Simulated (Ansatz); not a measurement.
# CH2NSi: the cost of one run

Program: Ansatz 0.2.0 through its Python package. Level of theory: Hartree-Fock/def2-TZVPP. These are calculated values, not measurements.

**1. The system**

Bond lengths: N1–C2 1.213 Å, C2–Si3 1.891 Å, Si3–H4 1.384 Å, Si3–H5 1.481 Å. Angles: N1–C2–Si3 177.5°, C2–Si3–H4 113.2°, C2–Si3–H5 112.0°, H4–Si3–H5 110.9°.

Input file ch2nsi.xyz:

```xyz
5

N     1.08740   -1.27820    1.64170
C     0.59070   -0.65800    0.72520
Si   -0.13500    0.26650   -0.75590
H    -1.41950   -0.13900   -1.07550
H    -0.07360    1.73510   -0.57680
```

**2. The code**

File ch2nsi.py:

```python
# -*- coding: utf-8 -*-
"""Atomisation energy of CH2NSi at the given geometry."""

from collections import Counter

import ansatz as az


def energy(molecule, charge=0, unpaired=0):
    calc = (
        molecule.calculation()
        .basis(gaussian="def2-TZVPP")  # atom-centred Gaussian functions
        .functional("hf")
    )
    if charge:
        calc = calc.charge(charge)
    if unpaired:
        calc = calc.spin("collinear", total=unpaired)
    report = calc.run(threads=1).report
    if report["published_state_doubts"]:
        print("  doubts:", report["published_state_doubts"])
    return report["free_energy_ev"]


def main():
    mol = az.Crystal.molecule_from_extxyz("ch2nsi.xyz")

    # unpaired electrons of the ground-state atoms
    unpaired = {"N": 3, "C": 2, "Si": 2, "H": 1}
    counts = Counter(site.symbol for site in mol.cartesian_sites)
    atom_energy = {s: energy(az.Crystal.molecule().atom(s, (0, 0, 0)), 0, unpaired[s]) for s in counts}
    whole = energy(mol, 0, 1)
    for s, e in atom_energy.items():
        print(f"{s:2s} x{counts[s]}  {e:14.5f} eV")
    print(f"CH2NSi: {whole:.5f} eV")
    split = sum(counts[s] * e for s, e in atom_energy.items()) - whole
    print(f"atomisation energy (no zero-point term): {split:.3f} eV, {split / sum(counts.values()):.3f} eV an atom")


if __name__ == "__main__":
    main()
```

**3. The calls as engine input**

The engine receives this input (first run):

```yaml
crystal:
  periodic: [false, false, false]
  atoms:
    - { symbol: "N", position_ang: [0.0, 0.0, 0.0] }
basis:
  gaussian:
    orbitals: def2-TZVPP
hamiltonian:
  xc: hf
magnetization:
  spin_polarized: true
  initial_magnetization: 3.0
```

**4. Running it**

Run with:

```console
$ python ch2nsi.py
```

Q: Estimate wall time and peak memory on 1 thread of Arm Neoverse N1, shared host.

About 9.4 s, with a peak of 0.35 GiB.
